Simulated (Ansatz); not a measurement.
**CH₂NaO radical: one structure at several levels**

The task here is to estimate one member of a computed series from the others.

Computed with Ansatz 0.2.0, Gaussian basis. Level: single points in def2-TZVPP.

Cores are frozen in the correlated methods. The outer core shell of Li, Na, Mg and K is correlated. Orbitals are unrestricted.

## The starting structure

SMILES `O[CH][Na]`, 5 atoms, charge 0, spin multiplicity 2.

Atoms are counted from 1 here; the program's logs count them from 0.

Bond lengths: O1–C2 1.430 Å, O1–Na3 2.649 Å, O1–H4 0.999 Å, C2–Na3 2.322 Å, C2–H5 1.114 Å. Angles: C2–O1–Na3 61.0°, C2–O1–H4 104.6°, Na3–O1–H4 155.5°, O1–C2–Na3 86.4°, O1–C2–H5 108.1°, Na3–C2–H5 147.0°, O1–Na3–C2 32.6°.

Coordinates:

```xyz
5

O     0.0085   -0.3099    0.7999
C     0.3560    0.2028   -0.4893
Na   -0.9761    2.0292    0.0413
H     0.1698   -1.2934    0.7318
H     0.5277   -0.6612   -1.1705
```

Set-up of the first run:

File run/in.yaml:

```yaml
crystal:
  periodic: [false, false, false]
  atoms:
    - {symbol: O, position_ang: [0.008505, -0.309914, 0.799869]}
    - {symbol: C, position_ang: [0.356028, 0.202832, -0.489343]}
    - {symbol: Na, position_ang: [-0.976148, 2.029211, 0.041286]}
    - {symbol: H, position_ang: [0.169829, -1.293444, 0.731806]}
    - {symbol: H, position_ang: [0.527670, -0.661206, -1.170514]}
basis:
  gaussian: {orbitals: def2-TZVPP}
magnetization: {spin_polarized: true, initial_magnetization: 1}
hamiltonian: {xc: pbe, dispersion: d4}
output: {forces: true}
```

Started as:

```bash
$ ansatz run in.yaml --threads 2 --pin off --events-out ev --progress --plain --max-ram 3481MiB
```

Among the steps run: PBE-D4/def2-TZVPP; r2SCAN-D4/def2-TZVPP; PBE0-D4/def2-TZVPP; wB97M-V/def2-TZVPP; CCSD(T)/def2-TZVPP.

One of the session's tables, all rows but one given; the rest of the session is left out.

```
   method  RMS force component (eV/Å)  angle to CCSD(T) forces (°)  dipole (D)
   PBE-D4                       0.566                         30.9        3.04
r2SCAN-D4                           ?                            ?           ?
  PBE0-D4                       0.776                         20.3        4.95
  wB97M-V                       0.776                         10.8        5.51
  CCSD(T)                       0.775                    reference        5.77
```

**Question.** Estimate the row for r2SCAN-D4.

As computed: RMS force component (eV/Å): 0.712; angle to CCSD(T) forces (°): 13.6; dipole (D): 4.56. In the column «RMS force component (eV/Å)» it lies between PBE-D4 (0.566) and CCSD(T) (0.775).
